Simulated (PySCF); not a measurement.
# How the method moves the HOMO and LUMO of `CC#C[C@H]1CS1`

Compound: C5H6S.
Cartesian coordinates in Å at the PBE0-D3(BJ)/def2-SVP level; atoms count from 1:
```
atom  x, y, z in Å
C1     2.6291    0.3324    0.3011
C2     1.1904    0.1558    0.3945
C3    -0.0102   -0.0053    0.4618
C4    -1.4330   -0.1768    0.5642
C5    -2.3099   -0.0017   -0.6256
S6    -2.1863   -1.7173   -0.0857
H7     3.0766    0.4845    1.2955
H8     3.1045   -0.5532   -0.1489
H9     2.8864    1.2042   -0.3207
H10   -1.8611    0.1272    1.5269
H11   -1.8206    0.2368   -1.5752
H12   -3.2798    0.4831   -0.4726
```

Basis pcSseg-1 throughout (PySCF), one geometry. Isolated species at its PBE0-D3(BJ)/def2-SVP geometry, gas phase.

Q: How do the orbital energies, the gap and the dipole change with the method?

A: 
| method | kind | HOMO (eV) | LUMO (eV) | gap (eV) | μ (D) | SCF cycles |
| --- | --- | --- | --- | --- | --- | --- |
| BLYP | GGA | -5.15 | -1.08 | 4.08 | 2.02 | 15 |
| B97-D | GGA | -5.31 | -1.16 | 4.16 | 2.10 | 16 |
| PBE | GGA | -5.33 | -1.24 | 4.09 | 2.09 | 15 |
| OPBE | GGA | -5.36 | -1.19 | 4.16 | 2.14 | 16 |
| KT2 | GGA | -5.41 | -1.26 | 4.14 | 2.14 | 15 |
| KT3 | GGA | -5.42 | -1.24 | 4.18 | 2.07 | 15 |
| LDA | LDA | -5.43 | -1.43 | 4.00 | 2.15 | 15 |
| BP86 | GGA | -5.44 | -1.35 | 4.09 | 2.12 | 15 |
| B3LYP | global hybrid | -6.34 | -0.49 | 5.85 | 2.08 | 14 |
| B97-2 | global hybrid | -6.37 | -0.36 | 6.00 | 2.16 | 13 |
| PBE0 | global hybrid | -6.61 | -0.30 | 6.30 | 2.16 | 14 |
| mPW1PW91 | global hybrid | -6.64 | -0.33 | 6.32 | 2.16 | 14 |
| BHandHLYP | global hybrid | -7.71 | 0.81 | 8.52 | 2.15 | 14 |
| CAM-B3LYP | range-separated hybrid | -7.93 | 0.87 | 8.80 | 2.09 | 14 |
| wB97X-D | range-separated hybrid | -8.51 | 1.43 | 9.94 | 2.20 | 14 |
| LC-wPBE | range-separated hybrid | -9.39 | 1.94 | 11.33 | 2.15 | 14 |
| HF | Hartree–Fock | -9.42 | 3.54 | 12.96 | 2.31 | 13 |

The HOMO spans 4.27 eV, from BLYP down to HF, and the gap runs from 4.00 eV (LDA) to 12.96 eV (HF). Over the methods BLYP (0 %), B97-D (0 %), PBE (0 %), OPBE (0 %), KT2 (0 %), KT3 (0 %), LDA (0 %), BP86 (0 %), B3LYP (20 %), B97-2 (21 %), PBE0 (25 %), mPW1PW91 (25 %), BHandHLYP (50 %), HF (100 %), a straight line through the gap against the share of exact exchange rises by 0.88 eV for each 10 % (correlation coefficient 1.000). The dipole ranges from 2.02 D (BLYP) to 2.31 D (HF). This basis has no diffuse functions.
